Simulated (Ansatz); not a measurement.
What does this script print? It uses Ansatz 0.2.0, Python API.

The script, `dimer_chf.py`:
```python
"""Binding of a CHF dimer at a trial geometry."""

import ansatz as az

config = {
    "basis_set": "cc-pVDZ",
    "xc": "pbe0",
}

FIRST = [
    ("C", (-0.1281, -0.3592, -0.1064)),
    ("F", (0.9696, -0.0113, 0.5302)),
    ("H", (-0.8415, 0.3705, -0.4238)),
]
SECOND = [
    ("C", (4.2201, -0.8933, 1.0525)),
    ("F", (3.1387, -0.252, 1.4404)),
    ("H", (4.5384, -1.7906, 1.5379)),
]

def energy(atoms, ghosts=()):
    molecule = az.Crystal.molecule()
    for symbol, xyz in atoms:
        molecule = molecule.atom(symbol, xyz)
    calc = (
        molecule.calculation()
        .basis(gaussian=config["basis_set"])
        .functional(config["xc"])
    )
    deck = calc.input()
    if ghosts:
        deck = deck.set(az.key.basis.gaussian.ghost_atoms, [{"symbol": s, "position_ang": list(xyz)} for s, xyz in ghosts])
    return az.Session.from_dict(deck).plan().execute().report["free_energy_ev"]


def main() -> None:
    # monomers in their own basis and in the basis of the dimer
    both = energy(FIRST + SECOND)
    alone = energy(FIRST) + energy(SECOND)
    ghosted = energy(FIRST, SECOND) + energy(SECOND, FIRST)
    print(f"dimer {both:.6f} eV")
    print(f"interaction, uncorrected   {96.485332 * (both - alone):8.3f} kJ/mol")
    print(f"interaction, counterpoise  {96.485332 * (both - ghosted):8.3f} kJ/mol")
    print(f"basis-set superposition    {96.485332 * (alone - ghosted):8.3f} kJ/mol")


if __name__ == "__main__":
    main()
```

`python dimer_chf.py` gives:
```text
dimer -7523.671498 eV
interaction, uncorrected      2.196 kJ/mol
interaction, counterpoise     6.458 kJ/mol
basis-set superposition       4.262 kJ/mol
```

Uncorrected it is 2.196 kJ/mol, with the counterpoise correction 6.458 kJ/mol; the difference, 4.262 kJ/mol, is the superposition error. In this basis both values are repulsive.

Total energies depend on the basis set; only differences at equal settings carry meaning. The dimer is a generated trial pose of unrelaxed monomers, not a minimum, so the figure is no binding energy, and the basis set is small. This level lacks the dispersion part of the attraction (electrostatics and induction are there), which can decide the sign where the interaction is weak. Timing: 3.5 s on 1 thread of Arm Neoverse V1, with other jobs on the host, peak memory 0.16 GiB.
